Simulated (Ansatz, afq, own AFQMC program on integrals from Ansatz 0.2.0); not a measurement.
Si⁺, quartet in 6-31G, levels against full CI

A free Si cation.

Basis 6-31G. Only valence electrons are correlated. AFQMC by an in-house program on the Cholesky factors that Ansatz 0.2.0 writes for its CCSD(T) run. ph-AFQMC/CISD is guided by a CISD state made of CCSD amplitudes; releasing the constraint for a short imaginary time cuts its bias at the price of noise, slowly where states lie close. Free AFQMC starts from the CCSD state and is never constrained. Its projection time is finite, and what remains of the start isn't in its error. Uncertainties: one standard error, sampling alone.

Determinant: UHF, the one that the program's search chose, which needn't be the lowest solution.

Full CI on the same integrals is exact in this basis and with this determinant's frozen core.

Cautions: another spin lies lower (by 4.59 eV).

The T1 diagnostic is 0.0016 and the weight of the determinant in the CISD state is 0.999. The ⟨S²⟩ of the determinant is 3.750 and the size of the correlated space is 3 electrons in 8 orbitals.

Reference: full CI, correlation energy -0.035 eV. The released energy is read at 2.40 1/Eh (meV from the phaseless value at times in 1/Eh: 0.00 ± 0.01 at 0.24, 0.02 ± 0.01 at 0.51, 0.06 ± 0.06 at 0.99, 0.00 ± 0.01 at 1.62, -0.01 ± 0.01 at 2.40).

```tsv
level	E − E(reference) (kcal/mol)	share of correlation (%)
HF	0.82	0.00
MP2	0.27	67.24
CCSD	0.00	99.53
CCSD(T)	0.00	99.85
ph-AFQMC/HF	0.02 ± 0.01	97.73
ph-AFQMC/CISD	0.00 ± 0.001	99.96
released AFQMC	0.00 ± 0.001	100.00
free AFQMC	0.00 ± 0.001	99.96
```

Free projections are given only where their last times agree within the noise and don't stop above the reference; a slow remainder of the start can still hide under it. A walk keeps the symmetry of its determinant, which the program's search chose and which needn't be the lowest solution, so a lower state of the same spin and another symmetry isn't excluded. Released energies are given only where the last usable release times agree within the noise; a slower fall can still hide under it.
